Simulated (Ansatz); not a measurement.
# NaCl, singlet: reading a ladder of total energies

Geometry: MP2(full)/6-31G*, from the G2/97 set.

```yaml
atoms:
  - { symbol: Na, position_ang: [0.0000, 0.0000, 0.0000] }
  - { symbol: Cl, position_ang: [0.0000, 0.0000, 2.3910] }
```

Basis STO-3G; Ansatz 0.2.0. Correlated methods freeze the noble-gas cores, which leaves 8 electrons in 8 orbitals. Prefix R: restricted or restricted open-shell reference. The metal's outer-core shells are frozen, which leaves out core–valence correlation.

Full CI is exact within this basis and frozen core; it isn't the basis-set limit.

Runs differ by some tens of microhartree through their thresholds, so steps under 0.03 kcal/mol mean nothing.

| level | total energy (hartree) |
| --- | --- |
| RHF | -614.522305 |
| RMP2 | -614.524599 |
| RCCSD | -614.524943 |
| RCCSD(T) | -614.524989 |
| RCCSDT | -614.524987 |
| RCCSDT(Q) | -614.524990 |
| RCCSDTQ | -614.524990 |
| full CI | -614.524990 |

Problem. What is the correlation energy at full CI, and what share of it do RMP2 and RCCSD recover?

Solution. E(corr) = -614.524990 − (-614.522305) = -0.002685 hartree = -0.073 eV. RMP2: -0.002294 / -0.002685 = 85.44 %. RCCSD: -0.002638 / -0.002685 = 98.25 %.

Problem. By how many kcal/mol does RCCSD(T) miss full CI (1 hartree = 627.509 kcal/mol), and which steps make up the rest?

Solution. -614.524989 − (-614.524990) = 0.000001 hartree = 0.00 kcal/mol. Steps: RCCSDT − RCCSD(T) = 0.00, RCCSDT(Q) − RCCSDT = 0.00, RCCSDTQ − RCCSDT(Q) = 0.00, full CI − RCCSDTQ = 0.00 kcal/mol. That is within 1 kcal/mol of the reference in this basis, which itself misses far more of the correlation at the basis-set limit.
